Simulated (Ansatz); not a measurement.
# C3H4O: taking an electron away

An exercise on one series of results from a longer session: the logs are not shown, and one member is left open.

Program: Ansatz 0.2.0, Gaussian basis. Level of theory: unrestricted cation, the program's frozen cores in correlated methods. These are calculated values, not measurements.

Levels to be run: UKS PBE-D4/def2-TZVPP; UKS r2SCAN-D4/def2-TZVPP; UKS PBE0-D4/def2-TZVPP; UKS B3LYP-D4/def2-TZVPP; UKS wB97X-V/def2-TZVPP; UKS wB97M-V/def2-TZVPP; UKS B2PLYP/def2-TZVPP; UHF-CCSD(T)/def2-TZVPP; UHF-MP2/def2-QZVPP; extrapolation to the limit; then −ε(HOMO) from the neutral's earlier runs with LDA (SPW92), PBE-D4, revPBE-D4, BLYP-D4, r2SCAN-D4, B97M-V, PBE0-D4, B3LYP-D4, r2SCANh-D4, r2SCAN0-D4, HSE06-D4, BHLYP-D4, CAM-B3LYP-D4, LC-ωPBE, ωB97X-V, ωB97M-V.

### The relaxed structure

All runs share one geometry, relaxed beforehand with PBE0-D4 in a triple-zeta def2 set.

SMILES `C#CCO`, 8 atoms, charge 0, spin multiplicity 1.

Atoms are counted from 1 here; the program's logs count them from 0.

Bond lengths: C1–C2 1.200 Å, C1–H5 1.064 Å, C2–C3 1.458 Å, C3–O4 1.410 Å, C3–H6 1.099 Å, C3–H7 1.093 Å, O4–H8 0.961 Å. Angles: C2–C1–H5 179.3°, C1–C2–C3 178.1°, C2–C3–O4 113.4°, C2–C3–H6 108.8°, C2–C3–H7 109.6°, O4–C3–H6 111.4°, O4–C3–H7 106.3°, H6–C3–H7 107.1°, C3–O4–H8 108.1°.

Set-up of the first run:

in.yaml

```yaml
crystal:
  periodic: [false, false, false]
  atoms:
    - {symbol: C, position_ang: [-0.623358, 1.379016, -1.092795]}
    - {symbol: C, position_ang: [-0.100172, 0.620157, -0.323987]}
    - {symbol: C, position_ang: [0.527887, -0.337174, 0.578770]}
    - {symbol: O, position_ang: [-0.271060, -1.470218, 0.837453]}
    - {symbol: H, position_ang: [-1.089964, 2.059861, -1.764962]}
    - {symbol: H, position_ang: [1.506844, -0.621252, 0.168372]}
    - {symbol: H, position_ang: [0.710655, 0.136670, 1.546497]}
    - {symbol: H, position_ang: [-0.568733, -1.824060, -0.005048]}
basis:
  gaussian: {orbitals: def2-TZVPP}
total_charge: 1
magnetization: {spin_polarized: true, initial_magnetization: 1}
hamiltonian: {xc: pbe, dispersion: d4}
```

Started as:

```sh
$ ansatz run in.yaml --threads 4 --pin off --events-out ev --progress --plain --max-ram 10444MiB
```

Among the steps run: Cation, UKS PBE-D4/def2-TZVPP; Cation, UKS r2SCAN-D4/def2-TZVPP; Cation, UKS PBE0-D4/def2-TZVPP; Cation, UKS B3LYP-D4/def2-TZVPP; Cation, UKS wB97X-V/def2-TZVPP; Cation, UKS wB97M-V/def2-TZVPP; Cation, UKS B2PLYP (frozen core)/def2-TZVPP; Cation, UHF-CCSD(T)/def2-TZVPP; Cation, UHF-MP2/def2-QZVPP.

One of the session's tables, all rows but one given; the rest of the session is left out.

It belongs to the step «Ionisation energies side by side». Orbital estimates, from the neutral's runs:

| functional | −ε(HOMO) (eV) |
| --- | --- |
| LDA (SPW92) | 6.62 |
| PBE-D4 | ? |
| revPBE-D4 | 6.43 |
| BLYP-D4 | 6.39 |
| r2SCAN-D4 | 6.78 |
| B97M-V | 6.83 |
| PBE0-D4 | 7.89 |
| B3LYP-D4 | 7.67 |
| r2SCANh-D4 | 7.31 |
| r2SCAN0-D4 | 8.06 |
| HSE06-D4 | 7.49 |
| BHLYP-D4 | 9.07 |
| CAM-B3LYP-D4 | 9.31 |
| LC-ωPBE | 10.70 |
| ωB97X-V | 10.31 |
| ωB97M-V | 10.19 |

Q: Estimate the row for PBE-D4 from the others.

The run gave: −ε(HOMO) (eV): 6.48. In the column «−ε(HOMO) (eV)» it lies between revPBE-D4 (6.43) and LDA (SPW92) (6.62).

Caveats from the session: The cation may have settled in a state other than its lowest; no search over hole states beyond the program's own was made.
